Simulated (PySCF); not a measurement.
Atomic charges against the basis set

Species: C2H3N.
Cartesian coordinates in Å at the PBE0-D3(BJ)/def2-SVP level; atoms count from 1:
```xyz
6
C2H3N angstrom
C     -0.4728    0.0111   -0.0590
C      0.9703   -0.0697    0.0829
N      2.1199   -0.1346    0.1955
H     -0.8440   -0.8295   -0.6627
H     -0.9557   -0.0246    0.9283
H     -0.7546    0.9512   -0.5543
```

PBE0 throughout (PySCF), one geometry, spherical d and f functions. Geometry: PBE0-D3(BJ)/def2-SVP; no solvent, vibrations or thermal averaging. Atoms taken as equivalent share a column and are averaged.

Mulliken charges (e):

```json
{"basis": "STO-3G", "functions": "18", "C1": "-0.249", "C2": "+0.077", "N3": "-0.194", "H4/H5/H6": "+0.122"}
{"basis": "6-31G", "functions": "33", "C1": "-0.546", "C2": "+0.151", "N3": "-0.294", "H4/H5/H6": "+0.230"}
{"basis": "pcSseg-0", "functions": "33", "C1": "-0.522", "C2": "+0.027", "N3": "-0.368", "H4/H5/H6": "+0.288"}
{"basis": "6-31G*", "functions": "48", "C1": "-0.614", "C2": "+0.257", "N3": "-0.356", "H4/H5/H6": "+0.238"}
{"basis": "def2-SVP", "functions": "57", "C1": "+0.001", "C2": "-0.252", "N3": "-0.035", "H4/H5/H6": "+0.095"}
{"basis": "cc-pVDZ", "functions": "57", "C1": "-0.047", "C2": "-0.121", "N3": "-0.140", "H4/H5/H6": "+0.102"}
{"basis": "pcSseg-1", "functions": "66", "C1": "-0.257", "C2": "-0.002", "N3": "-0.253", "H4/H5/H6": "+0.171"}
{"basis": "aug-cc-pVDZ", "functions": "96", "C1": "+0.428", "C2": "-0.072", "N3": "-0.320", "H4/H5/H6": "-0.012"}
{"basis": "6-311+G(2d,p)", "functions": "99", "C1": "-0.616", "C2": "+0.381", "N3": "-0.330", "H4/H5/H6": "+0.188"}
{"basis": "def2-TZVP", "functions": "111", "C1": "-0.253", "C2": "-0.227", "N3": "-0.023", "H4/H5/H6": "+0.168"}
{"basis": "cc-pVTZ", "functions": "132", "C1": "-0.258", "C2": "-0.089", "N3": "-0.061", "H4/H5/H6": "+0.136"}
{"basis": "IGLO-III", "functions": "135", "C1": "-0.291", "C2": "+0.114", "N3": "-0.296", "H4/H5/H6": "+0.158"}
{"basis": "pcSseg-3", "functions": "315", "C1": "-0.302", "C2": "+0.281", "N3": "-0.318", "H4/H5/H6": "+0.113"}
```

IAO charges (e):

| basis | functions | C1 | C2 | N3 | H4/H5/H6 |
| --- | --- | --- | --- | --- | --- |
| STO-3G | 18 | -0.427 | +0.080 | -0.162 | +0.170 |
| 6-31G | 33 | -0.470 | +0.133 | -0.239 | +0.192 |
| pcSseg-0 | 33 | -0.462 | +0.131 | -0.236 | +0.189 |
| 6-31G* | 48 | -0.456 | +0.142 | -0.245 | +0.186 |
| def2-SVP | 57 | -0.447 | +0.135 | -0.236 | +0.183 |
| cc-pVDZ | 57 | -0.456 | +0.136 | -0.238 | +0.186 |
| pcSseg-1 | 66 | -0.454 | +0.142 | -0.248 | +0.187 |
| aug-cc-pVDZ | 96 | -0.465 | +0.146 | -0.253 | +0.191 |
| 6-311+G(2d,p) | 99 | -0.468 | +0.148 | -0.255 | +0.192 |
| def2-TZVP | 111 | -0.467 | +0.147 | -0.253 | +0.191 |
| cc-pVTZ | 132 | -0.469 | +0.145 | -0.251 | +0.191 |
| IGLO-III | 135 | -0.469 | +0.148 | -0.255 | +0.192 |
| pcSseg-3 | 315 | -0.469 | +0.148 | -0.255 | +0.192 |

Hirshfeld charges (e):

```json
{"basis": "STO-3G", "functions": "18", "C1": "+0.006", "C2": "+0.037", "N3": "-0.175", "H4/H5/H6": "+0.044"}
{"basis": "6-31G", "functions": "33", "C1": "-0.057", "C2": "+0.070", "N3": "-0.223", "H4/H5/H6": "+0.070"}
{"basis": "pcSseg-0", "functions": "33", "C1": "-0.062", "C2": "+0.072", "N3": "-0.218", "H4/H5/H6": "+0.070"}
{"basis": "6-31G*", "functions": "48", "C1": "-0.056", "C2": "+0.075", "N3": "-0.233", "H4/H5/H6": "+0.071"}
{"basis": "def2-SVP", "functions": "57", "C1": "-0.075", "C2": "+0.082", "N3": "-0.227", "H4/H5/H6": "+0.073"}
{"basis": "cc-pVDZ", "functions": "57", "C1": "-0.070", "C2": "+0.073", "N3": "-0.222", "H4/H5/H6": "+0.073"}
{"basis": "pcSseg-1", "functions": "66", "C1": "-0.076", "C2": "+0.083", "N3": "-0.232", "H4/H5/H6": "+0.075"}
{"basis": "aug-cc-pVDZ", "functions": "96", "C1": "-0.081", "C2": "+0.080", "N3": "-0.234", "H4/H5/H6": "+0.078"}
{"basis": "6-311+G(2d,p)", "functions": "99", "C1": "-0.073", "C2": "+0.079", "N3": "-0.236", "H4/H5/H6": "+0.077"}
{"basis": "def2-TZVP", "functions": "111", "C1": "-0.077", "C2": "+0.081", "N3": "-0.235", "H4/H5/H6": "+0.077"}
{"basis": "cc-pVTZ", "functions": "132", "C1": "-0.079", "C2": "+0.081", "N3": "-0.233", "H4/H5/H6": "+0.077"}
{"basis": "IGLO-III", "functions": "135", "C1": "-0.081", "C2": "+0.081", "N3": "-0.235", "H4/H5/H6": "+0.079"}
{"basis": "pcSseg-3", "functions": "315", "C1": "-0.084", "C2": "+0.083", "N3": "-0.235", "H4/H5/H6": "+0.079"}
```

ESP-fitted charges (e):

```json
{"basis": "STO-3G", "functions": "18", "C1": "-0.643", "C2": "+0.474", "N3": "-0.419", "H4/H5/H6": "+0.196"}
{"basis": "6-31G", "functions": "33", "C1": "-0.666", "C2": "+0.534", "N3": "-0.513", "H4/H5/H6": "+0.215"}
{"basis": "pcSseg-0", "functions": "33", "C1": "-0.773", "C2": "+0.577", "N3": "-0.533", "H4/H5/H6": "+0.243"}
{"basis": "6-31G*", "functions": "48", "C1": "-0.641", "C2": "+0.473", "N3": "-0.477", "H4/H5/H6": "+0.215"}
{"basis": "def2-SVP", "functions": "57", "C1": "-0.589", "C2": "+0.458", "N3": "-0.473", "H4/H5/H6": "+0.201"}
{"basis": "cc-pVDZ", "functions": "57", "C1": "-0.570", "C2": "+0.426", "N3": "-0.454", "H4/H5/H6": "+0.199"}
{"basis": "pcSseg-1", "functions": "66", "C1": "-0.602", "C2": "+0.477", "N3": "-0.494", "H4/H5/H6": "+0.206"}
{"basis": "aug-cc-pVDZ", "functions": "96", "C1": "-0.624", "C2": "+0.484", "N3": "-0.500", "H4/H5/H6": "+0.213"}
{"basis": "6-311+G(2d,p)", "functions": "99", "C1": "-0.632", "C2": "+0.475", "N3": "-0.495", "H4/H5/H6": "+0.217"}
{"basis": "def2-TZVP", "functions": "111", "C1": "-0.636", "C2": "+0.477", "N3": "-0.493", "H4/H5/H6": "+0.217"}
{"basis": "cc-pVTZ", "functions": "132", "C1": "-0.616", "C2": "+0.462", "N3": "-0.483", "H4/H5/H6": "+0.212"}
{"basis": "IGLO-III", "functions": "135", "C1": "-0.612", "C2": "+0.472", "N3": "-0.496", "H4/H5/H6": "+0.212"}
{"basis": "pcSseg-3", "functions": "315", "C1": "-0.622", "C2": "+0.480", "N3": "-0.498", "H4/H5/H6": "+0.213"}
```

**Question.** Which scheme is steadiest as the basis changes?

**Answer.** Largest range over the bases for any column: Hirshfeld 0.09 e, IAO 0.09 e, ESP-fitted 0.20 e, Mulliken 1.04 e. Hirshfeld and IAO charges move least and Mulliken charges most, counted in e. Without the minimal STO-3G basis the ranges are Hirshfeld 0.03, IAO 0.02, ESP-fitted 0.20, Mulliken 1.04 e.

**Question.** How much do the charges still move between the two largest bases, IGLO-III and pcSseg-3?

**Answer.** At most, over all atoms: Mulliken 0.167 e, IAO 0.000 e, Hirshfeld 0.003 e, ESP-fitted 0.010 e.

**Question.** What do the same runs give for the total energy, the frontier levels and the dipole moment?

**Answer.** 
```json
{"basis": "STO-3G", "energy (Eh)": "-130.9276", "HOMO (eV)": "-7.89", "LUMO (eV)": "4.20", "μ (D)": "3.04"}
{"basis": "6-31G", "energy (Eh)": "-132.5495", "HOMO (eV)": "-9.42", "LUMO (eV)": "1.22", "μ (D)": "3.90"}
{"basis": "pcSseg-0", "energy (Eh)": "-132.2868", "HOMO (eV)": "-9.70", "LUMO (eV)": "1.05", "μ (D)": "4.00"}
{"basis": "6-31G*", "energy (Eh)": "-132.5883", "HOMO (eV)": "-9.20", "LUMO (eV)": "1.25", "μ (D)": "3.85"}
{"basis": "def2-SVP", "energy (Eh)": "-132.4921", "HOMO (eV)": "-9.35", "LUMO (eV)": "1.10", "μ (D)": "3.83"}
{"basis": "cc-pVDZ", "energy (Eh)": "-132.5998", "HOMO (eV)": "-9.24", "LUMO (eV)": "1.19", "μ (D)": "3.79"}
{"basis": "pcSseg-1", "energy (Eh)": "-132.5772", "HOMO (eV)": "-9.46", "LUMO (eV)": "0.94", "μ (D)": "3.98"}
{"basis": "aug-cc-pVDZ", "energy (Eh)": "-132.6071", "HOMO (eV)": "-9.44", "LUMO (eV)": "-0.32", "μ (D)": "4.06"}
{"basis": "6-311+G(2d,p)", "energy (Eh)": "-132.6303", "HOMO (eV)": "-9.46", "LUMO (eV)": "-0.03", "μ (D)": "4.08"}
{"basis": "def2-TZVP", "energy (Eh)": "-132.6412", "HOMO (eV)": "-9.43", "LUMO (eV)": "0.83", "μ (D)": "4.03"}
{"basis": "cc-pVTZ", "energy (Eh)": "-132.6375", "HOMO (eV)": "-9.39", "LUMO (eV)": "0.89", "μ (D)": "3.97"}
{"basis": "IGLO-III", "energy (Eh)": "-132.6439", "HOMO (eV)": "-9.45", "LUMO (eV)": "0.38", "μ (D)": "4.07"}
{"basis": "pcSseg-3", "energy (Eh)": "-132.6503", "HOMO (eV)": "-9.45", "LUMO (eV)": "-0.04", "μ (D)": "4.06"}
```

The dipole is fixed by the density alone, so its range of 1.04 D shows that the density itself changes with the basis, not only its division among atoms.
